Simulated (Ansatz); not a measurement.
# CHNa (singlet): the correlation ladder at angle Na2–C1–H3 = 154.5°, cc-pVDZ

The task here is to estimate one member of a computed series from the others.

Program: Ansatz 0.2.0, Gaussian basis. Level of theory: cc-pVDZ, core rule «outside noble gas», up to 6 orbitals frozen. These are calculated values, not measurements.

The runs, in order: UHF; CCSD(T) on RHF; CCSD(T) on UHF; BCCD(T) on RHF; CISD; CCSDT(Q) on RHF; CCSDT(Q) on UHF; CCSDTQ on RHF; CASSCF and MRCISD+Q, 2 electrons in 2 orbitals; CASSCF and NEVPT2, 2 electrons in 2 orbitals.

33 further runs of the same task are left out: 16 for a known fault of the program, 13 that didn't finish, 4 set aside as unsound or not needed. Runs told in other sessions of the task aren't counted.

### What is computed

The geometry derives from a PBE0/def2-TZVP stationary point (not a proven minimum). One angle is set to the value named; bond lengths are kept.

3 atoms, charge 0, spin multiplicity 1.

Atoms are counted from 1 here; the program's logs count them from 0.

Bond lengths: C1–Na2 2.359 Å, C1–H3 1.119 Å. Angles: Na2–C1–H3 154.5°.

The first run:

File in.yaml:

```yaml
crystal:
  periodic: [false, false, false]
  atoms:
    - {symbol: C, position_ang: [0.000000, -0.019116, 0.477181]}
    - {symbol: Na, position_ang: [0.000000, -0.722734, -1.774624]}
    - {symbol: H, position_ang: [0.000000, 0.741849, 1.297443]}
basis:
  gaussian: {orbitals: cc-pVDZ}
magnetization: {spin_polarized: true, initial_magnetization: 0}
hamiltonian: {xc: hf}
output: {orbitals: {seedname: orbitals}}
```

On the command line:

```
$ ansatz run in.yaml --threads 1 --pin off --events-out ev --progress --plain --max-ram 2393MiB
```

Among the steps run: UHF; CCSD(T) on RHF; CCSD(T) on UHF; BCCD(T) on RHF; CISD; CCSDT(Q) on RHF; CCSDT(Q) on UHF; CCSDTQ on RHF; CASSCF and MRCISD+Q, 2 electrons in 2 orbitals; CASSCF and NEVPT2, 2 electrons in 2 orbitals.

One table of the session follows, with a row left open; its other results are not shown here.

It belongs to the step «Misses and costs». 

```
     method  from RCCSDTQ (meV)
        RHF             +4161.5
       RMP2             +1011.7
       CISD              +503.4
      RCCSD              +299.0
   RCCSD(T)              +148.7
    BCCD(T)              +150.8
     RCCSDT                   ?
  RCCSDT(Q)                -2.2
    RCCSDTQ                   0
CASSCF pair             +3619.9
NEVPT2 pair              +926.7
```

**Question.** Estimate the row for RCCSDT.

**Answer.** from RCCSDTQ (meV): +34.3. In the column «from RCCSDTQ (meV)» it lies between RCCSDTQ (0) and RCCSD(T) (+148.7).

Not comparable, so not listed: CASSCF and MRCISD+Q, 2 electrons in 2 orbitals (they don't share determinant, frozen orbitals or solution with the rows shown, or repeat one).

Caveats from the session: Left out of the table: UHF, UMP2, UCCSD, UCCSD(T), UCCSDT, UCCSDT(Q) (another determinant or state than the rows shown). Warnings in the runs' records: passed over end.
